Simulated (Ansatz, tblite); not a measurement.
# (LiBr)2 ring (Li2Br2): charged states by level of theory

One table from this session's results is given with a row withheld; the runs are named, their logs left out.

Computed with Ansatz 0.2.0, Gaussian basis. Level: as each input shows.

The runs, in order: charge +1 doublet, at the geometry of the singlet (PBE0-D4/def2-TZVP, PBE-D4/def2-TZVP, r2SCAN-D4/def2-TZVP, CCSD(T)/def2-TZVPP); charge +1 doublet, relaxed (PBE0-D4/def2-TZVP, PBE-D4/def2-TZVP); the starting singlet's energies come from earlier runs.

## The structure

The geometry is that of the singlet, from an earlier relaxation (r2SCAN-D4/def2-TZVP).

4 atoms, charge 0, spin multiplicity 1.

Atoms are counted from 1 here; the program's logs count them from 0.

Bond lengths: Li1–Br2 2.358 Å, Li1–Br4 2.358 Å, Br2–Li3 2.358 Å, Li3–Br4 2.358 Å. Angles: Br2–Li1–Br4 110.2°, Li1–Br2–Li3 69.8°, Br2–Li3–Br4 110.2°, Li1–Br4–Li3 69.8°.

The first run:

Contents of in.yaml:

```yaml
crystal:
  periodic: [false, false, false]
  atoms:
    - {symbol: Li, position_ang: [0.795298, 0.783252, 0.756580]}
    - {symbol: Br, position_ang: [0.105976, 1.285231, -1.441936]}
    - {symbol: Li, position_ang: [-0.794389, -0.783789, -0.756995]}
    - {symbol: Br, position_ang: [-0.106886, -1.284694, 1.442341]}
basis:
  gaussian: {orbitals: def2-TZVP}
total_charge: 1
magnetization: {spin_polarized: true, initial_magnetization: 1}
hamiltonian: {xc: pbe0, dispersion: d4}
output: {orbitals: {seedname: orbitals}}
```

Launch:

```console
$ ansatz run in.yaml --threads 4 --pin off --events-out ev --progress --plain --max-ram 3916MiB
```

Steps of the session up to this table: Charge +1 doublet at the fixed geometry, PBE0-D4/def2-TZVP; Charge +1 doublet at the fixed geometry, PBE-D4/def2-TZVP; Charge +1 doublet at the fixed geometry, r2SCAN-D4/def2-TZVP; Charge +1 doublet at the fixed geometry, CCSD(T)/def2-TZVPP.

One table of the session follows, with a row left open; its other results are not shown here.

It belongs to the step «Vertical ionisation energy». 

| method | vertical ionisation energy (eV) |
| --- | --- |
| HF/def2-TZVPP | 9.27 |
| PBE-D4/def2-TZVP | 9.27 |
| r2SCAN-D4/def2-TZVP | ? |
| PBE0-D4/def2-TZVP | 9.65 |
| MP2/def2-TZVPP | 10.29 |
| CCSD/def2-TZVPP | 10.10 |
| CCSD(T)/def2-TZVPP | 10.11 |

**Question.** Estimate the row for r2SCAN-D4/def2-TZVP.

The run gave: vertical ionisation energy (eV): 9.50. In the column «vertical ionisation energy (eV)» it lies between PBE-D4/def2-TZVP (9.27) and PBE0-D4/def2-TZVP (9.65).
